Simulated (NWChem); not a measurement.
System: C₃H₇ cation

Here is an NWChem input.

```
start job
memory heap 200 mb stack 900 mb global 1100 mb
charge 1
geometry units angstroms noautoz
  C      1.283740     0.014041     0.193314
  C      0.000000    -0.000000    -0.453280
  C     -1.283740    -0.014041     0.193314
  H      2.033079    -0.617990    -0.338488
  H      1.281492    -0.111025     1.291083
  H      1.678328     1.044851    -0.059184
  H      0.000000     0.000000    -1.564581
  H     -1.678328    -1.044851    -0.059184
  H     -2.033079     0.617990    -0.338488
  H     -1.281492     0.111025     1.291083
end
basis spherical
  * library def2-svp
end
dft
  xc slater vwn_5
  iterations 150
  mulliken
end
task dft energy
```

Parts of the log:

```
             Northwest Computational Chemistry Package (NWChem) 7.3.0
             --------------------------------------------------------

 C2  symmetry detected

                             Geometry "geometry" -> ""
                             -------------------------

 Output coordinates in angstroms (scale by  1.889725989 to convert to a.u.)

  No.       Tag          Charge          X              Y              Z
 ---- ---------------- ---------- -------------- -------------- --------------
    1 C                    6.0000     1.28374790    -0.01329924     0.20042084
    2 C                    6.0000     0.00000000     0.00000000    -0.44617316
    3 C                    6.0000    -1.28374790     0.01329924     0.20042084
    4 H                    1.0000     2.01945797    -0.66114399    -0.33138116
    5 H                    1.0000     1.27883715    -0.13828901     1.29818984
    6 H                    1.0000     1.70019737     1.00887431    -0.05207716
    7 H                    1.0000     0.00000000     0.00000000    -1.55747416
    8 H                    1.0000    -1.70019737    -1.00887431    -0.05207716
    9 H                    1.0000    -2.01945797     0.66114399    -0.33138116
   10 H                    1.0000    -1.27883715     0.13828901     1.29818984

 Effective nuclear repulsion energy (a.u.)      76.2588390330

      Symmetry information
      --------------------

 Group name             C2
 Group number              4
 Group order               2
 No. of unique centers     6

                                 NWChem DFT Module
                                 -----------------

 Summary of "ao basis" -> "ao basis" (spherical)
 ------------------------------------------------------------------------------
       Tag                 Description            Shells   Functions and Types
 ---------------- ------------------------------  ------  ---------------------
 C                          def2-svp                 6       14   3s2p1d
 H                          def2-svp                 3        5   2s1p

      Symmetry analysis of basis
      --------------------------

        a          40
        b          37

            General Information
            -------------------
          SCF calculation type: DFT
          Wavefunction type:  closed shell.
          No. of atoms     :    10
          No. of electrons :    24
           Alpha electrons :    12
            Beta electrons :    12
          Charge           :     1
          Spin multiplicity:     1
          Use of symmetry is: on ; symmetry adaption is: on
          Maximum number of iterations: 150
          AO basis - number of functions:    77
                     number of shells:    39
          Convergence on energy requested:  1.00D-06
          Convergence on density requested:  1.00D-05
          Convergence on gradient requested:  5.00D-04

              XC Information
              --------------
                        Slater Exchange Functional  1.000 local
                      VWN V Correlation Functional  1.000 local

             Grid Information
             ----------------
          Grid used for XC integration:  medium
          Radial quadrature: Mura-Knowles
          Angular quadrature: Lebedev.
          Tag              B.-S. Rad. Rad. Pts. Rad. Cut. Ang. Pts.
          ---              ---------- --------- --------- ---------
          C                   0.70       49          10.0       434
          H                   0.35       45          11.0       434
          Grid pruning is: on
          Number of quadrature shells:   278
          Spatial weights used:  Erf1

      Superposition of Atomic Density Guess
      -------------------------------------

 Sum of atomic energies:        -116.36938464

 Renormalizing density from      25.00 to     24

      Non-variational initial energy
      ------------------------------

 Total energy =    -114.890370
 1-e energy   =    -292.668028
 2-e energy   =     101.518820
 HOMO         =      -0.742523
 LUMO         =      -0.439375

      Symmetry analysis of molecular orbitals - initial
      -------------------------------------------------

  Numbering of irreducible representations:

     1 a           2 b

  Orbital symmetries:

     1 a           2 a           3 b           4 a           5 b
     6 a           7 a           8 b           9 b          10 a
    11 b          12 a          13 b          14 a          15 a
    16 b          17 a          18 b          19 a          20 b
    21 a          22 b

     ---------------------------------------------
      Total Density - Mulliken Population Analysis
     ---------------------------------------------

    Atom       Charge   Shell Charges
 -----------   ------   -------------------------------------------------------
    1 C    6     6.46   1.99  1.05  0.13  2.35  0.91  0.02
    2 C    6     5.97   1.99  1.07  0.26  1.81  0.79  0.04
    3 C    6     6.46   1.99  1.05  0.13  2.35  0.91  0.02
    4 H    1     0.72   0.58  0.12  0.03
    5 H    1     0.77   0.61  0.13  0.03
    6 H    1     0.69   0.55  0.12  0.03
    7 H    1     0.75   0.61  0.12  0.02
    8 H    1     0.69   0.55  0.12  0.03
    9 H    1     0.72   0.58  0.12  0.03
   10 H    1     0.77   0.61  0.13  0.03

   convergence    iter        energy       DeltaE   RMS-Dens  Diis-err
 ---------------- ----- ----------------- --------- --------- ---------
 d= 0,ls=0.0,diis     1   -116.9081085126 -1.93D+02  1.30D-02  8.55D-01
 d= 0,ls=0.0,diis     2   -116.8889295647  1.92D-02  8.22D-03  6.56D-01
 d= 0,ls=0.0,diis     3   -116.9691946090 -8.03D-02  1.84D-03  5.75D-02
 d= 0,ls=0.0,diis     4   -116.9767497323 -7.56D-03  2.36D-04  3.50D-04
 d= 0,ls=0.0,diis     5   -116.9767879649 -3.82D-05  8.08D-05  1.02D-04
  Resetting Diis
 d= 0,ls=0.0,diis     6   -116.9768016830 -1.37D-05  1.50D-05  1.57D-06
 d= 0,ls=0.0,diis     7   -116.9768019148 -2.32D-07  4.54D-06  4.17D-08

         Total DFT energy =     -116.976801914759
      One electron energy =     -301.857910429341
           Coulomb energy =      125.916122444968
    Exchange-Corr. energy =      -17.293852963346
 Nuclear repulsion energy =       76.258839032960

 Numeric. integr. density =       23.999992739187

                  Occupations of the irreducible representations
                  ----------------------------------------------

                     irrep           alpha         beta
                     --------     --------     --------
                     a                 7.0          7.0
                     b                 5.0          5.0

                       DFT Final Molecular Orbital Analysis
                       ------------------------------------

 Vector   10  Occ=2.000000D+00  E=-5.768438D-01  Symmetry=a
              MO Center= -1.5D-15,  2.0D-15,  9.1D-02, r^2= 3.4D+00
   Bfn.  Coefficient  Atom+Function         Bfn.  Coefficient  Atom+Function
  ----- ------------  ---------------      ----- ------------  ---------------
     5      0.326928   1 C  py               33     -0.326928   3 C  py
    53      0.251956   6 H  s                63      0.251956   8 H  s
     8      0.160211   1 C  py               36     -0.160211   3 C  py
    43     -0.158431   4 H  s                68     -0.158431   9 H  s
    48     -0.085188   5 H  s                73     -0.085188  10 H  s

 Vector   11  Occ=2.000000D+00  E=-5.661411D-01  Symmetry=b
              MO Center= -2.6D-16, -2.1D-15,  1.8D-01, r^2= 3.2D+00
   Bfn.  Coefficient  Atom+Function         Bfn.  Coefficient  Atom+Function
  ----- ------------  ---------------      ----- ------------  ---------------
     4      0.290197   1 C  px               32      0.290197   3 C  px
    18     -0.223305   2 C  px               43      0.211293   4 H  s
    68     -0.211293   9 H  s                 6     -0.190903   1 C  pz
    34      0.190903   3 C  pz               48     -0.173535   5 H  s
    73      0.173535  10 H  s                 7      0.133159   1 C  px

 Vector   12  Occ=2.000000D+00  E=-5.534968D-01  Symmetry=a
              MO Center= -1.6D-15,  2.1D-16,  5.2D-02, r^2= 2.9D+00
   Bfn.  Coefficient  Atom+Function         Bfn.  Coefficient  Atom+Function
  ----- ------------  ---------------      ----- ------------  ---------------
    20     -0.301360   2 C  pz                6      0.278471   1 C  pz
    34      0.278471   3 C  pz               58      0.278047   7 H  s
    48      0.224466   5 H  s                73      0.224466  10 H  s
    43     -0.137526   4 H  s                68     -0.137526   9 H  s
    59      0.118750   7 H  s                 9      0.112098   1 C  pz

 Vector   13  Occ=0.000000D+00  E=-3.828736D-01  Symmetry=b
              MO Center=  5.0D-16,  4.7D-16, -3.2D-01, r^2= 2.2D+00
   Bfn.  Coefficient  Atom+Function         Bfn.  Coefficient  Atom+Function
  ----- ------------  ---------------      ----- ------------  ---------------
    19      0.597888   2 C  py               22      0.505204   2 C  py
    53     -0.209025   6 H  s                63      0.209025   8 H  s
    54     -0.148701   6 H  s                64      0.148701   8 H  s
    43      0.143578   4 H  s                68     -0.143578   9 H  s
     5     -0.137541   1 C  py               33     -0.137541   3 C  py

 Vector   14  Occ=0.000000D+00  E=-1.629479D-01  Symmetry=a
              MO Center= -1.2D-15,  2.0D-16, -8.0D-01, r^2= 5.7D+00
   Bfn.  Coefficient  Atom+Function         Bfn.  Coefficient  Atom+Function
  ----- ------------  ---------------      ----- ------------  ---------------
     3      1.027549   1 C  s                31      1.027549   3 C  s
    59     -1.018032   7 H  s                54     -0.682107   6 H  s
    64     -0.682107   8 H  s                44     -0.639250   4 H  s
    69     -0.639250   9 H  s                17      0.509954   2 C  s
    23     -0.469294   2 C  pz                7      0.306977   1 C  px

[...]
```

Level: LDA (Slater exchange, VWN5)/def2-SVP. All runs use the structure optimised with PBE-D3(BJ)/def2-SVP.
